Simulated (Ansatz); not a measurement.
**CH₂F₂O: up Jacob's ladder to CCSD(T)**

How much do the methods differ for CH₂F₂O? The plan is to run it at one geometry with functionals of several rungs and with coupled cluster, and see how far each lands from CCSD(T) at the basis-set limit for the atomisation energy.

Computed with Ansatz 0.2.0, Gaussian basis. Level: functionals in def2-TZVPP, the program's frozen cores in correlated methods.

Plan: LDA (SPW92), PBE-D4, revPBE-D4, BLYP-D4, r2SCAN-D4, B97M-V, PBE0-D4, B3LYP-D4, r2SCANh-D4, r2SCAN0-D4, HSE06-D4, BHLYP-D4, CAM-B3LYP-D4, LC-ωPBE, ωB97X-V, ωB97M-V, B2PLYP, PBE-QIDH; CCSD(T)/def2-SVP; CCSD(T)/def2-TZVPP; MP2/def2-QZVPP; extrapolation to the limit; RPA on PBE.

## (1) The geometry

The geometry comes from an earlier relaxation with PBE0-D4 in a triple-zeta def2 set; it is a stationary point.

SMILES `OC(F)F`, 6 atoms, charge 0, spin multiplicity 1.

Atoms are counted from 1 here; the program's logs count them from 0.

Bond lengths: O1–C2 1.346 Å, O1–H5 0.966 Å, C2–F3 1.356 Å, C2–F4 1.356 Å, C2–H6 1.091 Å. Angles: C2–O1–H5 108.8°, O1–C2–F3 111.4°, O1–C2–F4 111.4°, O1–C2–H6 109.4°, F3–C2–F4 105.7°, F3–C2–H6 109.4°, F4–C2–H6 109.4°.

## (2) LDA

This LDA is Slater exchange with PW92 correlation.

The input, in.yaml:

```yaml
crystal:
  periodic: [false, false, false]
  atoms:
    - {symbol: O, position_ang: [0.095144, 0.985569, -0.438472]}
    - {symbol: C, position_ang: [0.060627, -0.137782, 0.302162]}
    - {symbol: F, position_ang: [0.876291, -1.092549, -0.208235]}
    - {symbol: F, position_ang: [-1.179730, -0.684347, 0.315094]}
    - {symbol: H, position_ang: [-0.176574, 0.772908, -1.340283]}
    - {symbol: H, position_ang: [0.366242, 0.092103, 1.323534]}
basis:
  gaussian: {orbitals: def2-TZVPP}
hamiltonian: {xc: lda}
output: {orbitals: {seedname: orbitals}}
```

Further steps of the session: PBE-D4 (GGA); revPBE-D4 (GGA); BLYP-D4 (GGA); r2SCAN-D4 (meta-GGA); B97M-V (meta-GGA); PBE0-D4 (hybrid); B3LYP-D4 (hybrid); r2SCANh-D4 (hybrid); r2SCAN0-D4 (hybrid); HSE06-D4 (hybrid); BHLYP-D4 (hybrid); CAM-B3LYP-D4 (range-separated); LC-ωPBE-D4 (range-separated); ωB97X-V (range-separated); ωB97M-V (range-separated); B2PLYP (double hybrid); PBE-QIDH (double hybrid); CCSD(T) in def2-SVP; CCSD(T) in def2-TZVPP; MP2 in def2-QZVPP; RPA on PBE orbitals.

Before running them: what should the planned runs give, taken together? Wanted: atomisation energy, CCSD(T)/CBS; farthest beyond LDA; mean size of error, GGA; mean size of error, meta-GGA; mean size of error, hybrid; mean size of error, range-separated; mean size of error, double hybrid; gap, smallest and largest; T1 diagnostic.

As calculated:

| quantity | value |
| --- | --- |
| atomisation energy, CCSD(T)/CBS | 23.957 eV |
| functionals within 0.120 eV (0.5 %) | revPBE-D4, BLYP-D4, r2SCAN-D4, PBE0-D4, HSE06-D4, CAM-B3LYP-D4, LC-ωPBE, ωB97X-V, ωB97M-V |
| farthest beyond LDA | BHLYP-D4 (-1.481 eV) |
| mean size of error, GGA | 0.351 eV |
| mean size of error, meta-GGA | 0.103 eV |
| mean size of error, hybrid | 0.444 eV |
| mean size of error, range-separated | 0.073 eV |
| mean size of error, double hybrid | 0.302 eV |
| gap, smallest and largest | 8.16 eV (BLYP-D4), 16.21 eV (LC-ωPBE) |
| T1 diagnostic | 0.0115 |
| triples share of the correlation energy | 3.1 % |

What this shows: LDA overbinds by 4.912 eV (21 %). PBE-D4 misses by +0.922 eV. Double hybrids carry the basis error of their MP2 part in triple zeta, and no dispersion term here, so their miss is partly the set-up's. The rungs range-separated, meta-GGA miss on average by less than the doubt on the reference (0.120 eV), so they tie. Misses under about 0.120 eV are within the doubt on the reference itself, which lacks core-valence correlation, relativity and higher excitations. Hartree-Fock recovers 67 % of the binding; the rest is correlation. CCSD(T) in def2-SVP is off by -1.347 eV, so the small basis spoils what the method gains. The gap grows from 8.2 to 16.2 eV across the functionals, mostly with the share of exact exchange.
